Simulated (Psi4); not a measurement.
**Worked example: ideal-gas entropy of H2S (SMILES S)**

A singlet with charge 0, relaxed at PBE0-D4/def2-TZVP (density fitting) (Psi4 1.11):

```xyz
3

S     0.5048   -0.2895    0.2540
H     0.1245    0.9940    0.1683
H    -0.6087   -0.7175   -0.3596
```

Harmonic wavenumbers in cm⁻¹: 1209, 2724, 2739.

Masses in u: S 32.06, H 1.008. Take T = 298.15 K, p = 1 bar, R = 8.3145 J/(mol K), kT/hc = 207.22 cm⁻¹, rigid rotor and harmonic oscillator.

Problem. Work out S° at 298 K.

Solution. 
1. Translation (Sackur–Tetrode): S = R[3/2 ln M + 5/2 ln T − 1.1517] with M = 34.076 gives 152.9 J/(mol K).
2. Rotation: principal moments 1.637, 1.888, 3.525 u Å² give A, B, C = 10.2976, 8.9301, 4.7826 cm⁻¹; the symmetry number is σ = 2; q = (√π/σ)√((kT/hc)³/ABC) = 126; S = R(ln q + 3/2) = 52.7.
3. Vibration: with u = ν̃/207.22, each mode gives R[u/(eᵘ − 1) − ln(1 − e⁻ᵘ)]; the sum is 0.2, most from 1209 cm⁻¹ (0.2).
4. Spin: R ln 1 = 0.0.
5. Sum: 152.9 + 52.7 + 0.2 + 0.0 = 205.8 J/(mol K).

The tabulated value is 205.8 J/(mol K) (CRC Handbook of Chemistry and Physics): the model is off by 0.0.
